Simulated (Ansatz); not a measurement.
# GeH$_{2}$, triplet: the ladder up to full CI

Geometry: displaced at random from a stationary point.

```xyz
3

Ge    0.0034   -0.0206   -0.0002
H    -0.1615    0.7576   -1.3230
H    -0.0848    0.7252    1.3376
```

Basis cc-pVDZ; Ansatz 0.2.0. Correlated methods freeze the noble-gas cores and the filled d shells of p-block atoms, which leaves 6 electrons in 23 orbitals. R marks a restricted (for open shells ROHF) determinant, U an unrestricted one. Active spaces: valence = (6e, 6o) chosen from the atoms' valence shells. No spin–orbit coupling is included, and no scalar relativity.

Full CI is exact within this basis and frozen core; it isn't the basis-set limit. The frozen core follows each run's orbitals, which can shift R against U totals by a few meV for light atoms and by up to 0.1 eV past Ca.

For open shells CISD is restricted-active-space CI with the open shells as a complete middle space.

- UHF ⟨S²⟩: 2.005
- T1 diagnostic (RCCSD): 0.0181
- largest doubles amplitude (RCCSD): 0.049

```csv
level,E − E(full CI) (kcal/mol),share of correlation (%),wall time
RHF,59.11,0.00,–
RMP2,14.54,75.40,–
CISD,2.69,95.45,0.57 s
RCCSD,1.45,97.54,–
RCCSD(T),0.35,99.40,1.1 s
BCCD(T),0.35,99.41,0.72 s
RCCSDT,0.01,99.98,–
RCCSDT(Q),-0.01,100.02,2.4 s
RCCSDTQ,-0.01,100.02,12 s
CASSCF (valence space),38.84,34.30,–
NEVPT2 (valence space),11.44,80.64,0.96 s
NEVPT4(SD) (valence space),1.48,97.50,1.2 s
MRCISD (valence space),1.38,97.67,–
MRCISD+Q (valence space),-0.02,100.03,1.2 s
```

The correlation energy at full CI, counted from RHF, is -2.563 eV. That run took 3.2 s on 1 thread of Intel Xeon Platinum 8375C, shared host over 1,563,320 determinants.

Run but not shown, since their state or frozen core can't be matched to the reference's or they repeat it: UHF, UMP2, UCCSD, UCCSD(T), UCCSDT, UCCSDT(Q).

Times hold each run's SCF and search for its determinant on a shared host, so for small cases they say little of a method's own cost; they ran on 1 thread of Intel Xeon Platinum 8375C.

The full-CI state has the irrep A'' of Cs, in the program's axes.

Natural occupations of full CI about the gap: 1.958 1.944 0.994 0.989 0.033 0.023 0.009 0.008 0.007 0.007; effectively unpaired electrons, Σ n²(2−n)², 2.03.
